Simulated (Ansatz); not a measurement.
**CCl3F: small, medium and large basis sets**

One table from this session's results is given with a row withheld; the runs are named, their logs left out.

The runs use Ansatz 0.2.0, Gaussian basis; one geometry, several basis sets.

Levels to be run: PBE0-D4/def2-SVP; ωB97M-V/def2-SVP; PBE0-D4/def2-QZVPP; ωB97M-V/def2-QZVPP; the functionals' def2-TZVPP values are taken from earlier runs.

## The relaxed structure

All runs share one geometry, relaxed beforehand with PBE0-D4 in a triple-zeta def2 set.

SMILES `FC(Cl)(Cl)Cl`, 5 atoms, charge 0, spin multiplicity 1.

Atoms are counted from 1 here; the program's logs count them from 0.

Bond lengths: F1–C2 1.333 Å, C2–Cl3 1.760 Å, C2–Cl4 1.760 Å, C2–Cl5 1.760 Å. Angles: F1–C2–Cl3 108.5°, F1–C2–Cl4 108.5°, F1–C2–Cl5 108.5°, Cl3–C2–Cl4 110.4°, Cl3–C2–Cl5 110.4°, Cl4–C2–Cl5 110.4°.

The first run:

Input file in.yaml:

```yaml
crystal:
  periodic: [false, false, false]
  atoms:
    - {symbol: F, position_ang: [0.922124, -0.835462, 0.668904]}
    - {symbol: C, position_ang: [0.054791, -0.055064, 0.024994]}
    - {symbol: Cl, position_ang: [-1.374377, 0.142685, 1.032835]}
    - {symbol: Cl, position_ang: [-0.370196, -0.829034, -1.497413]}
    - {symbol: Cl, position_ang: [0.817557, 1.503175, -0.270721]}
basis:
  gaussian: {orbitals: def2-SVP}
hamiltonian: {xc: pbe0, dispersion: d4}
output: {orbitals: {seedname: orbitals}}
```

Run with:

```
$ ansatz run in.yaml --threads 4 --pin off --events-out ev --progress --plain --max-ram 10444MiB
```

Among the steps run: PBE0-D4 in def2-SVP; ωB97M-V in def2-SVP; PBE0-D4 in def2-QZVPP; ωB97M-V in def2-QZVPP.

One of the session's tables, all rows but one given; the rest of the session is left out.

It belongs to the step «Density functionals: the series». 

| functional | basis | HOMO (eV) |
| --- | --- | --- |
| PBE0-D4 | def2-SVP | -8.99 |
| PBE0-D4 | def2-TZVPP | -9.12 |
| PBE0-D4 | def2-QZVPP | ? |
| ωB97M-V | def2-SVP | -11.20 |
| ωB97M-V | def2-TZVPP | -11.38 |
| ωB97M-V | def2-QZVPP | -11.43 |

**Question.** Estimate the row for PBE0-D4, def2-QZVPP.

As computed: HOMO (eV): -9.15. In the column «HOMO (eV)» it lies between ωB97M-V, def2-SVP (-11.20) and PBE0-D4, def2-TZVPP (-9.12).
